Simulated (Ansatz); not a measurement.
`[AlH2][SH]` and `[OH][AlH2]` differ in one element.

Ansatz, PBE0-D4/def2-TZVP geometries, multiplicity 1. 

```csv
property,`[AlH2][SH]`
HOMO–LUMO gap (ωB97M-V/def2-TZVPP) / eV,10.26
size of the dipole moment (B3LYP/def2-TZVPP) / D,0.92
HOMO energy (B3LYP/def2-TZVPP) / eV,-7.60
LUMO energy (B3LYP/def2-TZVPP) / eV,-1.61
LUMO energy (PBE0/def2-TZVPP) / eV,-1.41
LUMO energy (ωB97M-V/def2-TZVPP) / eV,0.22
```

**Question.** What does the change do to each property? (Estimate.)

**Answer.** Ansatz gave: 
| property | `[OH][AlH2]` | shift |
| --- | --- | --- |
| HOMO–LUMO gap (ωB97M-V/def2-TZVPP) / eV | 11.24 | 0.98 |
| size of the dipole moment (B3LYP/def2-TZVPP) / D | 1.23 | 0.31 |
| HOMO energy (B3LYP/def2-TZVPP) / eV | -8.19 | -0.59 |
| LUMO energy (B3LYP/def2-TZVPP) / eV | -1.19 | 0.42 |
| LUMO energy (PBE0/def2-TZVPP) / eV | -0.96 | 0.45 |
| LUMO energy (ωB97M-V/def2-TZVPP) / eV | 0.63 | 0.41 |

With PBE0 the HOMO falls by 0.51 eV and the LUMO rises by 0.45 eV, so the gap widens by about 0.96 eV. PBE moves the HOMO by -0.33 eV and ωB97M-V by -0.57 eV. Dipoles are sizes alone; their direction can turn.

B3LYP here is the variant with VWN-RPA as its local correlation; programs differ in this.
